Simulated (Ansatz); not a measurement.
## SiP⁺, singlet in 6-31G: errors against full CI

Geometry: a PBE0/def2-TZVP stationary point for this spin. The triplet lies 0.8 eV lower here.

```
atom   x (Å)   y (Å)   z (Å)
  Si  0.0000  0.0000  0.0000
   P  0.0000  0.0000  2.2330
```

Basis 6-31G; Ansatz 0.2.0. Only valence electrons are correlated (noble-gas cores frozen), which leaves 8 electrons in 16 orbitals. Prefix R: restricted or restricted open-shell reference; prefix U: unrestricted. Active spaces: valence = (8e, 8o) chosen from the atoms' valence shells.

Full CI is exact within this basis and frozen core; it isn't the basis-set limit. The frozen core follows each run's orbitals, which can shift R against U totals by a few meV.

The determinant fills πx and πy unequally, so it is a mixture of Σ and Δ, which weighs on every level built on one determinant.

The UHF ⟨S²⟩ is 1.740 and the ⟨S²⟩ of the determinant under UCCSD is 1.000. The T1 diagnostic (RCCSD) is 0.0374. The largest doubles amplitude (RCCSD) is 0.142.

```json
{"level": "RHF†", "E − E(full CI) (kJ/mol)": "302.5", "wall time": "–"}
{"level": "UHF†", "E − E(full CI) (kJ/mol)": "203.8", "wall time": "1.7 s"}
{"level": "RMP2†", "E − E(full CI) (kJ/mol)": "100.1", "wall time": "–"}
{"level": "UMP2†", "E − E(full CI) (kJ/mol)": "41.1", "wall time": "–"}
{"level": "CISD†", "E − E(full CI) (kJ/mol)": "50.6", "wall time": "0.7 s"}
{"level": "RCCSD†", "E − E(full CI) (kJ/mol)": "31.6", "wall time": "–"}
{"level": "UCCSD*†", "E − E(full CI) (kJ/mol)": "-34.0", "wall time": "–"}
{"level": "RCCSD(T)†", "E − E(full CI) (kJ/mol)": "20.3", "wall time": "0.88 s"}
{"level": "UCCSD(T)*†", "E − E(full CI) (kJ/mol)": "-50.3", "wall time": "7.5 s"}
{"level": "BCCD(T)†", "E − E(full CI) (kJ/mol)": "20.9", "wall time": "0.94 s"}
{"level": "RCCSDT*†", "E − E(full CI) (kJ/mol)": "14.4", "wall time": "–"}
{"level": "UCCSDT*†", "E − E(full CI) (kJ/mol)": "-66.0", "wall time": "–"}
{"level": "CISDTQ", "E − E(full CI) (kJ/mol)": "6.5", "wall time": "2.3 s"}
{"level": "RCCSDT(Q)*†", "E − E(full CI) (kJ/mol)": "10.5", "wall time": "2.2 s"}
{"level": "UCCSDT(Q)*†", "E − E(full CI) (kJ/mol)": "-69.4", "wall time": "12 s"}
{"level": "RCCSDTQ*†", "E − E(full CI) (kJ/mol)": "9.1", "wall time": "14 s"}
{"level": "UCCSDTQ*†", "E − E(full CI) (kJ/mol)": "-69.1", "wall time": "39 s"}
{"level": "CASSCF (valence space)", "E − E(full CI) (kJ/mol)": "65.3", "wall time": "–"}
{"level": "NEVPT2 (valence space)", "E − E(full CI) (kJ/mol)": "18.4", "wall time": "3.8 s"}
{"level": "MRCISD (valence space)", "E − E(full CI) (kJ/mol)": "1.3", "wall time": "–"}
{"level": "MRCISD+Q (valence space)", "E − E(full CI) (kJ/mol)": "0.0", "wall time": "5.5 s"}
```

An asterisk marks runs whose energy the program itself flagged as in doubt. A dagger marks rows that describe another state than the reference (another or a broken symmetry, a higher spin or other natural occupations), so the difference holds a gap between states beside the method's error.

Times hold each run's SCF and search for its determinant on a shared host, so for small cases they say little of a method's own cost; they ran on 1 thread of Arm Neoverse V1. Some runs computed forces too.

The restricted determinant belongs to another symmetry than the lowest state (B1); the lowest full-CI state of the determinant's symmetry (A1) lies 0.091 eV higher, and methods that keep that symmetry describe that state.

Unrestricted levels hold only the spin's projection, and here they fall towards a lower state of higher spin.

The full-CI state has the irrep B1 of C2v, in the program's axes (one component, if the state is degenerate).

Natural occupations of full CI about the gap: 1.978 1.920 1.823 1.002 0.973 0.179 0.052 0.045 0.007 0.006; effectively unpaired electrons, Σ n²(2−n)², 2.25. No single determinant describes this state well, so single-reference rows can miss without a flag.
